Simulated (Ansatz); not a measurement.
System: rock-salt EuSe. Method: LDA (PAW; Ansatz, a first-principles code).

Run with plane-wave cutoff 520 eV, 16×16×16 k mesh, Fermi–Dirac smearing 0.05 eV, spin-polarised with parallel moments, scalar-relativistic PAW data made under PBE.

The volume scan:

| V (Å³/atom) | E − E_lowest (meV/atom) |
|---|---|
| 24.053 | 18.33 |
| 24.565 | 7.83 |
| 25.076 | 1.88 |
| 25.588 | 0.00 |
| 26.100 | 1.76 |
| 26.612 | 6.77 |
| 27.123 | 14.71 |

Fit the third-order Birch–Murnaghan equation and give B0 and B′.

V0 = 25.588 Å³/atom, B0 = 56.9 GPa, B′ = 4.5 (fit to the energies at full precision).

Measured, for comparison: bulk modulus 52 GPa (room temperature, no zero-point or thermal correction; as tabulated in arXiv:1003.2039). Computed (rounded) less measured: bulk modulus +9 %. A static lattice is as a rule a little smaller and stiffer than an uncorrected measurement, which narrows the difference in the bulk modulus and would widen misses of the other sign.

Note: the magnetic order was assumed, not searched for or taken from measurement; the 4f shell is treated without U or exact exchange, so its levels and filling can be wrong; the volume lies 14 % below that of the published cell.

Spin–orbit coupling is not included; it can open a gap where bands touch, and shift volumes and moduli.

The computed numbers hold no vibrational or temperature effects.
